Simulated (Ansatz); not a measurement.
Worked example: C5H10 → C5H8 + H2

Species: C5H10 (cyclopentane) `C1CCCC1`, singlet; C5H8 (1,4-pentadiene) `C=CCC=C`, singlet; H2 (hydrogen), singlet. 

Shapes, held fixed at every level: PBE0-D4/def2-TZVP. Flexible molecules stand in one conformer, not always the lowest. Programs: Ansatz 0.2.0. Electronic energies: no zero-point or thermal term.

At CCSD(T)/CBS estimate; 1 Eh = 2625.50 kJ/mol:

| species | energy (Eh) |
| --- | --- |
| C5H10 | -196.291032 |
| C5H8 | -195.032807 |
| H2 | -1.175441 |

**Question.** Work out ΔE of the reaction at this level.

**Answer.** 
1. Products less reactants: (-195.032807) + (-1.175441) − [(-196.291032)] = 0.082784 Eh = +217.3 kJ/mol.

Other levels give +197.7 (HF/def2-TZVPP) to +247.8 kJ/mol (PBE0-D4/def2-TZVPP). No measured value is set beside it here. The CBS estimate extrapolates MP2 from def2-TZVPP and def2-QZVPP and adds CCSD(T) − MP2 in the triple-zeta set, cores frozen; for H2 it overshoots the exact energy by about 1 mEh.
